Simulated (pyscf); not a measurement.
Structures and frequencies: ωB97X-D3(BJ)/def2-SVP in PySCF.

Q: Estimate by transition-state theory the rate constant of HO–Ge(F)(F)–F + H• → F–Ge•(F)–F + H₂O (doublet surface; Ge–O broken, H–O formed) at 900 K, with ωB97M-D3(BJ)/def2-TZVP energies (ideal gas, 1 atm, RRHO with modes under 100 cm⁻¹ raised to 100, one conformer, R ln 2 for rigid chiral ones; no tunnelling).

A: The electronic barrier is 17.2 kcal/mol and the thermal terms add +19.9, so ΔG‡ = 37.0 kcal/mol. With k_BT/h = 1.88e+13 s⁻¹ and RT = 1.788 kcal/mol, and a volume of 1.23e-19 cm³ per molecule at 1 atm, k = 2.3e-15 cm³ molecule⁻¹ s⁻¹. Wigner's tunnelling factor for 1750i cm⁻¹ would be 1.33. A shift of 1 kcal/mol in the barrier changes k by a factor 1.7. On the product side the descent ends in a complex (not fully relaxed), 7.6 kcal/mol under the separated species and 39.6 kcal/mol under the saddle at ωB97X-D3(BJ)/def2-TZVP. At ωB97X-D3(BJ) the barrier from the zero used here is 20.1 kcal/mol. This is the saddle that the search found; another between the same sides may lie lower. The angle at the attacked O is 148°. Elements up to Kr have no core potential and no relativistic terms here.
